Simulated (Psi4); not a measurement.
**SiNH4F (SMILES N[SiH2]F) at PBE0/aug-pcseg-0 (sweep point 1)**

Aim: the vertical singlet–triplet gap of SiNH4F at PBE0/aug-pcseg-0 (sweep point 1), from 2 runs. Input form: a Python script.

The results are computed with Psi4 1.11.

### 1 Starting point

SiNH4F: 7 atoms, total charge 0, spin state singlet. As SMILES, `N[SiH2]F`. The coordinates come from a PBE0-D4/def2-TZVP relaxation. This is one conformer, not always the lowest.

Bond lengths: N1–Si2 1.696 Å, Si2–F3 1.605 Å, N1–H4 1.006 Å, N1–H5 1.006 Å, Si2–H6 1.479 Å, Si2–H7 1.479 Å. Angles: N1–Si2–F3 114.6°, N1–Si2–H6 108.3°, N1–Si2–H7 108.3°, F3–Si2–H6 105.8°, F3–Si2–H7 105.8°, Si2–N1–H4 122.0°, Si2–N1–H5 122.0°, H6–Si2–H7 114.0°, H4–N1–H5 111.8°.

### 2 A single-point energy at PBE0/aug-pcseg-0 (sweep point 1)

The input, calc.py:

```python
import psi4

psi4.set_memory(1600000000)
psi4.set_num_threads(1)
psi4.set_output_file('psi4.out', False)

molecule = psi4.geometry("""
0 1
N     -1.43902644     0.64061716    -1.18145677
Si     1.00363354    -0.21864131     0.70562373
F      0.97339793    -3.12541804     1.56809474
H     -1.48645857     0.19861022    -3.03036481
H     -3.17889729     0.97037436    -0.48830523
H      0.86152614     1.27783281     3.06267913
H      3.38147593     0.12850138    -0.72244230
units bohr
symmetry c1
""")

psi4.set_options({
    'puream': True,
    'scf_type': 'pk',
    'dft_radial_points': 99,
    'dft_spherical_points': 590,
})

E, wfn = psi4.energy("pbe0/aug-pcseg-0", return_wfn=True)
print(f'pbe0/aug-pcseg-0 energy: {E:.10f} Eh')
for k, v in sorted(psi4.core.scalar_variables().items()):
    print(f'{k:45s} {v:18.10f}')
```

Run with:

```sh
python calc.py
```

psi4.out, shortened:

```text
[...]
  Running in c1 symmetry.
[...]
  Nuclear repulsion =  118.587946701945725
[...]
  Multiplicity = 1
[...]
  Nalpha       = 17
  Nbeta        = 17
[...]
    Number of basis functions: 55
[...]
   @RKS iter   1:  -445.20896408485089   -1.41538e-01   1.59708e-02 ADIIS/DIIS
[...]
   @RKS iter   8:  -445.50006651663875   -1.09968e-08   3.55200e-07 DIIS
[...]
    Orbital Energies [Eh]
    ---------------------
    Doubly Occupied:
       1A    -66.285202     2A    -24.775366     3A    -14.402094
       4A     -5.330678     5A     -3.749008     6A     -3.746790
       7A     -3.745608     8A     -1.219568     9A     -0.901471
      10A     -0.592786    11A     -0.539800    12A     -0.491495
      13A     -0.466128    14A     -0.459873    15A     -0.403161
      16A     -0.359590    17A     -0.307554
[...]
  @RKS Final Energy:  -445.50006651663875
   => Energetics <=
    Nuclear Repulsion Energy =            118.5879467019457252
    One-Electron Energy =                -851.4220439894648962
    Two-Electron Energy =                 317.1875763596078741
    DFT Exchange-Correlation Energy =     -29.8535455887274814
    Empirical Dispersion Energy =           0.0000000000000000
    VV10 Nonlocal Energy =                  0.0000000000000000
    Total Energy =                       -445.5000665166387535
[...]
 Multipole Moments:
 ------------------------------------------------------------------------------------
     Multipole            Electronic (a.u.)      Nuclear  (a.u.)        Total (a.u.)
 ------------------------------------------------------------------------------------
 L = 1.  Multiply by 2.5417464519 to convert [e a0] to [Debye]
 Dipole X            :          0.8738408           -1.2795139           -0.4056731
 Dipole Y            :         -3.4175308            4.0745897            0.6570590
 Dipole Z            :          1.6191459           -2.0888265           -0.4696805
 Magnitude           :                                                    0.9038235
[...]
```

Standard output:

```text
pbe0/aug-pcseg-0 energy: -445.5000665166 Eh
CURRENT ENERGY                                   -445.5000665166
CURRENT REFERENCE ENERGY                         -445.5000665166
DD SOLVATION ENERGY                                 0.0000000000
DFT FUNCTIONAL TOTAL ENERGY                      -445.5000665166
DFT TOTAL ENERGY                                 -445.5000665166
DFT VV10 ENERGY                                     0.0000000000
DFT XC ENERGY                                     -29.8535455887
GRID ELECTRONS ALPHA                               17.0000013804
GRID ELECTRONS BETA                                17.0000013804
GRID ELECTRONS TOTAL                               34.0000027608
NUCLEAR REPULSION ENERGY                          118.5879467019
ONE-ELECTRON ENERGY                              -851.4220439895
PCM POLARIZATION ENERGY                             0.0000000000
PE ENERGY                                           0.0000000000
SCF ITERATION ENERGY                             -445.5000665166
SCF ITERATIONS                                      8.0000000000
SCF TOTAL ENERGY                                 -445.5000665166
TWO-ELECTRON ENERGY                               317.1875763596
XC GRID RADIAL POINTS                              99.0000000000
XC GRID SPHERICAL POINTS                          590.0000000000
XC GRID TOTAL POINTS                           393890.0000000000
```

Run time: 13 s. Hardware: 1 thread of AMD EPYC 7R43 (Zen 3), shared host; peak memory 0.78 GiB.

### 3 The triplet

The input, run.py:

```python
import psi4

psi4.set_memory(1600000000)
psi4.set_num_threads(1)
psi4.set_output_file('run.log', False)

geom = psi4.geometry("""
0 3
N     -1.43902644     0.64061716    -1.18145677
Si     1.00363354    -0.21864131     0.70562373
F      0.97339793    -3.12541804     1.56809474
H     -1.48645857     0.19861022    -3.03036481
H     -3.17889729     0.97037436    -0.48830523
H      0.86152614     1.27783281     3.06267913
H      3.38147593     0.12850138    -0.72244230
units au
symmetry c1
""")

options = {'reference': 'uks', 'puream': True, 'scf_type': 'pk', 'dft_radial_points': 99, 'dft_spherical_points': 590, 'maxiter': 150}
psi4.set_options(options)

e, wfn = psi4.energy("pbe0/aug-pcseg-0", molecule=geom, return_wfn=True)
print(f'pbe0/aug-pcseg-0 energy: {e:.10f} Eh')
for k, v in sorted(psi4.core.scalar_variables().items()):
    print(f'{k:45s} {v:18.10f}')
```

Run with:

```sh
python run.py
```

run.log, shortened:

```text
[...]
  Running in c1 symmetry.
[...]
  Nuclear repulsion =  118.587946701945725
[...]
  Multiplicity = 3
[...]
  Nalpha       = 18
  Nbeta        = 16
[...]
    Number of basis functions: 55
[...]
   @UKS iter   1:  -444.80183156937625    2.65595e-01   1.71817e-02 ADIIS/DIIS
[...]
   @UKS iter  13:  -445.26071118651197   -4.61282e-08   2.19143e-07 DIIS
[...]
   @S^2 Observed:                2.002133558E+00
[...]
    Orbital Energies [Eh]
    ---------------------
    Alpha Occupied:
       1A    -66.341005     2A    -24.825049     3A    -14.576351
       4A     -5.389386     5A     -3.808225     6A     -3.805841
       7A     -3.802631     8A     -1.268441     9A     -1.069818
      10A     -0.687846    11A     -0.669081    12A     -0.570377
      13A     -0.542180    14A     -0.506180    15A     -0.490246
      16A     -0.462730    17A     -0.403447    18A     -0.108327
    Alpha Virtual:
      19A     -0.031431    20A     -0.019148    21A     -0.003874
      22A      0.005178    23A      0.029166    24A      0.041565
      25A      0.046592    26A      0.061889    27A      0.075420
[...]
  @UKS Final Energy:  -445.26071118651197
   => Energetics <=
    Nuclear Repulsion Energy =            118.5879467019457252
    One-Electron Energy =                -848.7227513727651740
    Two-Electron Energy =                 314.6201637459851099
    DFT Exchange-Correlation Energy =     -29.7460702616776480
    Empirical Dispersion Energy =           0.0000000000000000
    VV10 Nonlocal Energy =                  0.0000000000000000
    Total Energy =                       -445.2607111865119691
[...]
 Multipole Moments:
 ------------------------------------------------------------------------------------
     Multipole            Electronic (a.u.)      Nuclear  (a.u.)        Total (a.u.)
 ------------------------------------------------------------------------------------
 L = 1.  Multiply by 2.5417464519 to convert [e a0] to [Debye]
 Dipole X            :          2.0262079           -1.2795139            0.7466940
 Dipole Y            :         -3.3105990            4.0745897            0.7639907
 Dipole Z            :          2.3538349           -2.0888265            0.2650084
 Magnitude           :                                                    1.1006649
[...]
```

The script printed:

```text
pbe0/aug-pcseg-0 energy: -445.2607111865 Eh
CURRENT ENERGY                                   -445.2607111865
CURRENT REFERENCE ENERGY                         -445.2607111865
DD SOLVATION ENERGY                                 0.0000000000
DFT FUNCTIONAL TOTAL ENERGY                      -445.2607111865
DFT TOTAL ENERGY                                 -445.2607111865
DFT VV10 ENERGY                                     0.0000000000
DFT XC ENERGY                                     -29.7460702617
GRID ELECTRONS ALPHA                               18.0000031569
GRID ELECTRONS BETA                                16.0000013826
GRID ELECTRONS TOTAL                               34.0000045395
NUCLEAR REPULSION ENERGY                          118.5879467019
ONE-ELECTRON ENERGY                              -848.7227513728
PCM POLARIZATION ENERGY                             0.0000000000
PE ENERGY                                           0.0000000000
SCF ITERATION ENERGY                             -445.2607111865
SCF ITERATIONS                                     13.0000000000
SCF TOTAL ENERGY                                 -445.2607111865
TWO-ELECTRON ENERGY                               314.6201637460
XC GRID RADIAL POINTS                              99.0000000000
XC GRID SPHERICAL POINTS                          590.0000000000
XC GRID TOTAL POINTS                           393890.0000000000
```

Wall time 23 s (1 thread of AMD EPYC 7R43 (Zen 3), shared host); peak memory 0.78 GiB.

### 4 What came out

Level: PBE0/aug-pcseg-0 (sweep point 1).

| quantity | value |
| --- | --- |
| singlet: total energy | -445.50007 Eh |
| singlet: dipole moment | 2.30 D |
| singlet: HOMO energy | -8.37 eV |
| singlet: LUMO energy | -0.27 eV |
| singlet: HOMO–LUMO gap | 8.10 eV |
| triplet: total energy | -445.26071 Eh |
| triplet: dipole moment | 2.80 D |
| triplet: HOMO energy (highest over α and β) | -2.95 eV |
| triplet: ⟨S²⟩ | 2.002 |
| vertical energy of the triplet above the singlet | 6.513 eV |

**Reading.** At this shape the triplet lies 6.51 eV (150 kcal/mol) above the singlet.
